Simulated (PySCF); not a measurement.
**Telling isomers of C3H4O3 apart by NMR**

[PySCF 2.14.0 with density-fitted response routines: geometry: PBE0-D3(BJ)/def2-SVP; J couplings at B3LYP/pcJ-1 (spin–dipole term left out of most H,H and C,H couplings); shielding tensors at PBE0/pcSseg-1 (GIAO); no solvent; non-relativistic Hamiltonian; averaged over atoms made equivalent by symmetry, fast rotation or ring inversion; a single conformation]

References, each an isolated molecule treated in the same way: ¹H (31.27 ppm) and ¹³C (184.41 ppm) against TMS. Multiplet labels drop J under 1 Hz and among equivalent protons, and merge close values. Unscaled 3J(H,H) run several per cent high. Acid and N–H amide carbonyl carbons lie up to 10 ppm further downfield in solution (hydrogen bonding). Shifts are as computed. Against solution values, carbons near 30 ppm lie about +2 ppm off and those near 130 ppm about +5 ppm. Of 1211 compounds with measured shifts, 218 miss one by over three times the rms of a fit or turn the order of signals round; such compounds aren't used in these exercises. OH and NH positions are gas-phase values without hydrogen bonding to other molecules.

(1) Tabulate the signals of `O=C1OCCO1`, `O=C(O)[C@@H]1CO1`, `CC(=O)OC=O` and their relative energies.

(2) What is the quickest way to tell O=C1OCCO1 from O=C(O)[C@@H]1CO1?

(3) What is the quickest way to tell O=C(O)[C@@H]1CO1 from CC(=O)OC=O?

(4) What is the quickest way to tell O=C1OCCO1 from CC(=O)OC=O?

Answers

(1) 
```json
{"SMILES": "O=C1OCCO1", "carbon types": "1×C 2×CH2", "δC": "156.9, 64.3", "δH": "4.12 (s, 4H)", "E rel. (kcal/mol)": "0.0"}
{"SMILES": "O=C(O)[C@@H]1CO1", "carbon types": "1×C 1×CH 1×CH2", "δC": "174.7, 46.5, 46.1", "δH": "5.55 (br s, 1H), 2.97 (m, 1H), 2.80 (m, 1H), 2.77 (m, 1H)", "E rel. (kcal/mol)": "23.4"}
{"SMILES": "CC(=O)OC=O", "carbon types": "1×C 1×CH 1×CH3", "δC": "168.6, 158.3, 23.1", "δH": "7.73 (s, 1H), 2.10 (s, 3H)", "E rel. (kcal/mol)": "0.2"}
```

Energies are electronic energies at PBE0/pcSseg-1 on these geometries, without zero-point or thermal terms, each for the one conformer computed, which needn't be the lowest.

(2) Count the carbon signals: 2 against 3. The first has a carbonate carbon (C) at 156.9 ppm, the second an epoxide ring carbon (CH) at 46.1 ppm. Their most deshielded carbons lie at 156.9 and 174.7 ppm. In the proton spectra the most deshielded non-exchanging signals are 4.12 (s, 4H) and 2.97 (m, 1H).

(3) Both give the same number of carbon signals, but DEPT or the intensities differ. The first has an epoxide ring carbon (CH2) at 46.5 ppm, the second an anhydride carbonyl carbon (CH) at 158.3 ppm. Their most deshielded carbons lie at 174.7 and 168.6 ppm. In the proton spectra the most deshielded non-exchanging signals are 2.97 (m, 1H) and 7.73 (s, 1H).

(4) Count the carbon signals: 2 against 3. The first has an sp3 CH2 bonded to O at 64.3 ppm, the second an anhydride carbonyl carbon (CH) at 158.3 ppm. Their most deshielded carbons lie at 156.9 and 168.6 ppm. In the proton spectra the most deshielded non-exchanging signals are 4.12 (s, 4H) and 7.73 (s, 1H).
